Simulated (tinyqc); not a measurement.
UHF in the sto-6g basis, for LiH+, spin multiplicity 2, step by step. One step of it, computed by the program tinyqc.

Problem. Orthogonalisation. S = U s U^T; symmetric (Loewdin) form X = U s^(-1/2) U^T, so that X^T S X = 1.

overlap S, order 1Li 1s, 1Li 2s, 1Li 2px, 1Li 2py, 1Li 2pz, 2H 1s:
```
[[1.000000, 0.235742, 0.000000, 0.000000, 0.000000, 0.029154],
 [0.235742, 1.000000, 0.000000, 0.000000, 0.000000, 0.303397],
 [0.000000, 0.000000, 1.000000, 0.000000, 0.000000, 0.000000],
 [0.000000, 0.000000, 0.000000, 1.000000, 0.000000, 0.000000],
 [0.000000, 0.000000, 0.000000, 0.000000, 1.000000, 0.422070],
 [0.029154, 0.303397, 0.000000, 0.000000, 0.422070, 1.000000]]
```

Give: eigenvalues of S; X.

Solution.

eigenvalues of S: [0.467, 0.808, 1.000, 1.000, 1.176, 1.549]

X, order 1Li 1s, 1Li 2s, 1Li 2px, 1Li 2py, 1Li 2pz, 2H 1s:
```
[[1.022, -0.127, 0.000, 0.000, -0.007, 0.017],
 [-0.127, 1.067, 0.000, 0.000, 0.062, -0.188],
 [0.000, 0.000, 1.000, 0.000, 0.000, 0.000],
 [0.000, 0.000, 0.000, 1.000, 0.000, 0.000],
 [-0.007, 0.062, 0.000, 0.000, 1.084, -0.257],
 [0.017, -0.188, 0.000, 0.000, -0.257, 1.128]]
```
